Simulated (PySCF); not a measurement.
Some computed properties have been withheld. Give your best values.

Species: C₃H₂Cl₂O.
Bonds: O1–C2 (double), C2–C3 (double), C3–Cl4, C3–C5, C5–Cl6. Hydrogens: H7, H8 on C5.

Conformer (atom-mapped SMILES and torsion angles): `[O:1]=[C:2]=[C:3]([Cl:4])[CH2:5][Cl:6]`: C2–C3–C5–Cl6 91°.

```tsv
property	level	value
point group of the GFN2-xTB geometry	GFN2-xTB	?
rotational constants A, B, C of the GFN2-xTB geometry	GFN2-xTB	?
dipole moment	PBE0/pcSseg-1	?
HOMO energy	PBE0/pcSseg-1	-7.26 eV
LUMO energy	PBE0/pcSseg-1	?
13C chemical shifts (computed TMS as zero) by class	GIAO PBE0/pcSseg-1	?
1H chemical shifts (computed TMS as zero) by class	GIAO PBE0/pcSseg-1	4.67 (H7/H8) ppm
isotropic shieldings of nuclei other than C and H, by class	GIAO PBE0/pcSseg-1	?
```

The electronic properties come from PySCF, for the isolated species, density fitting. One conformer (not necessarily the lowest) at the GFN2-xTB geometry, without solvent or vibrations. NMR classes are plain means over equivalent atoms (diastereotopic ones count apart unless rotation or inversion swaps them), as if these changed places fast; in this geometry the members of some classes differ.

(1) What are the isotropic shieldings of nuclei other than C and H, by class?

(2) What is the point group of the GFN2-xTB geometry?

(3) Give the dipole moment.

(4) What are the rotational constants A, B, C of the GFN2-xTB geometry?

(5) What are the 13C chemical shifts (computed TMS as zero) by class?

(6) What is the LUMO energy?

Results:

(1) -109 (O1), 779 (Cl6), 856 (Cl4) ppm.

(2) C1.

(3) 1.83 D.

(4) 2.819, 1.583, 1.114 GHz.

(5) 211.1 (C2), 66.1 (C3), 53.9 (C5) ppm.

(6) -2.48 eV.

The dipole equals about 6.1 × 10⁻³⁰ C·m (1 D = 3.33564 × 10⁻³⁰ C·m). The rotational constants make it an asymmetric top with κ = (2B − A − C)/(A − C) = -0.45, nearer the prolate limit (−1). With B = h/(8π²I), that is 505.379 GHz u Å² over I, the principal moments of inertia are 179.3, 319.2 and 453.6 u Å² (most abundant isotopes).
